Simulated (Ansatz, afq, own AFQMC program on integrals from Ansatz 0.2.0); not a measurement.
**Where AFQMC and coupled cluster stand for AlB, triplet**

| atom | x (Å) | y (Å) | z (Å) |
| --- | --- | --- | --- |
| B | 0.0000 | 0.0000 | 0.0000 |
| Al | 0.0000 | 0.0000 | 2.4960 |

Basis cc-pVDZ. Noble-gas cores (and the filled d shells of Ga–Kr and In–Xe) are frozen. Integrals, coupled cluster, full CI and functionals: Ansatz 0.2.0; the random walks run on the same integrals in our own AFQMC program. ph-AFQMC/CISD is guided by a CISD state made of CCSD amplitudes; releasing the constraint for a short imaginary time cuts its bias at the price of noise, slowly where states lie close. ± is one standard error of the sampling.

Determinant: UHF, the one that the program's search chose, which needn't be the lowest solution. The geometry is a point of a scan.

Full CI on the same integrals is exact in this basis and with this determinant's frozen core.

Cautions: lower spins were not checked; strong correlation (T1 0.053, weight of the determinant 0.84, largest double 0.10); the released energies are still falling, so no released level is given (meV from the phaseless value at times in 1/Eh: -3 ± 3 at 0.24, -8 ± 3 at 0.51, -12.1 ± 2.2 at 0.99, -20 ± 3 at 1.62, -24.0 ± 2.3 at 2.40).

* T1 diagnostic: 0.0533
* weight of the determinant in the CISD state: 0.840
* ⟨S²⟩ of the determinant: 2.023
* size of the correlated space: 6 electrons in 26 orbitals

Reference: full CI, correlation energy -3.388 eV.

```
        level  E − E(reference) (kcal/mol)  share of correlation (%)
           HF                        78.12                      0.00
          MP2                        27.02                     65.41
         CCSD                         4.52                     94.22
      CCSD(T)                         1.55                     98.01
        CCSDT                         0.23                     99.70
     CCSDT(Q)                         0.03                     99.96
       CCSDTQ                         0.01                     99.99
ph-AFQMC/CISD                  0.80 ± 0.09                     98.98
```

CCSDT and higher add their correlation energy to the determinant of the CCSD(T) run, since their own runs factorise the integrals more tightly (a shift of under 2 meV).
